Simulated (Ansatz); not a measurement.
# SO₂: vertical ionisation energy

One table from this session's results is given with a row withheld; the runs are named, their logs left out.

Program: Ansatz 0.2.0, Gaussian basis. Level of theory: unrestricted cation, the program's frozen cores in correlated methods. These are calculated values, not measurements.

The runs, in order: UKS PBE-D4/def2-TZVPP; UKS r2SCAN-D4/def2-TZVPP; UKS PBE0-D4/def2-TZVPP; UKS B3LYP-D4/def2-TZVPP; UKS wB97X-V/def2-TZVPP; UKS wB97M-V/def2-TZVPP; UKS B2PLYP/def2-TZVPP; UHF-CCSD(T)/def2-TZVPP; UHF-CCSD(T)/def2-QZVPP; extrapolation to the limit; then −ε(HOMO) from the neutral's earlier runs with LDA (SPW92), PBE-D4, revPBE-D4, BLYP-D4, r2SCAN-D4, B97M-V, PBE0-D4, B3LYP-D4, r2SCANh-D4, r2SCAN0-D4, HSE06-D4, BHLYP-D4, CAM-B3LYP-D4, LC-ωPBE, ωB97X-V, ωB97M-V.

### The geometry

The geometry comes from an earlier relaxation with PBE0-D4 in a triple-zeta def2 set; it is a stationary point.

3 atoms, charge 0, spin multiplicity 1.

Atoms are counted from 1 here; the program's logs count them from 0.

Bond lengths: O1–S2 1.431 Å, S2–O3 1.431 Å. Angles: O1–S2–O3 118.9°.

Coordinates:

```
O    -0.9744    0.6459   -0.4595
S     0.2695    0.3574    0.1868
O     0.7049   -1.0033    0.2727
```

The first run:

in.yaml reads:

```yaml
crystal:
  periodic: [false, false, false]
  atoms:
    - {symbol: O, position_ang: [-0.974417, 0.645899, -0.459513]}
    - {symbol: S, position_ang: [0.269516, 0.357378, 0.186793]}
    - {symbol: O, position_ang: [0.704901, -1.003278, 0.272720]}
basis:
  gaussian: {orbitals: def2-TZVPP}
total_charge: 1
magnetization: {spin_polarized: true, initial_magnetization: 1}
hamiltonian: {xc: pbe, dispersion: d4}
```

Run with:

```console
$ ansatz run in.yaml --threads 2 --pin off --events-out ev --progress --plain --max-ram 32768MiB --backend cpu
```

Steps of the session up to this table: Cation, UKS PBE-D4/def2-TZVPP; Cation, UKS r2SCAN-D4/def2-TZVPP; Cation, UKS PBE0-D4/def2-TZVPP; Cation, UKS B3LYP-D4/def2-TZVPP; Cation, UKS wB97X-V/def2-TZVPP; Cation, UKS wB97M-V/def2-TZVPP; Cation, UKS B2PLYP (frozen core)/def2-TZVPP; Cation, UHF-CCSD(T)/def2-TZVPP; Cation, UHF-CCSD(T)/def2-QZVPP.

One table of the session follows, with a row left open; its other results are not shown here.

Orbital estimates, from the neutral's runs:

| functional | −ε(HOMO) (eV) |
| --- | --- |
| LDA (SPW92) | 8.12 |
| PBE-D4 | 7.91 |
| revPBE-D4 | 7.83 |
| BLYP-D4 | 7.83 |
| r2SCAN-D4 | ? |
| B97M-V | 8.33 |
| PBE0-D4 | 9.52 |
| B3LYP-D4 | 9.29 |
| r2SCANh-D4 | 8.85 |
| r2SCAN0-D4 | 9.76 |
| HSE06-D4 | 9.11 |
| BHLYP-D4 | 11.08 |
| CAM-B3LYP-D4 | 11.03 |
| LC-ωPBE | 12.35 |
| ωB97X-V | 11.99 |
| ωB97M-V | 11.90 |

Estimate the missing values for r2SCAN-D4.

Worked estimate for «−ε(HOMO) (eV)». Against the share of exact exchange, r2SCANh-D4 (0.1, 8.85), r2SCAN0-D4 (0.25, 9.76) give a slope of 6.07 per unit share; at 0 the line stands at 8.24.

As computed: −ε(HOMO) (eV): 8.25. In «−ε(HOMO) (eV)» the line misses by -0.01.

Limits of these values: The cation may have settled in a state other than its lowest; no search over hole states beyond the program's own was made.
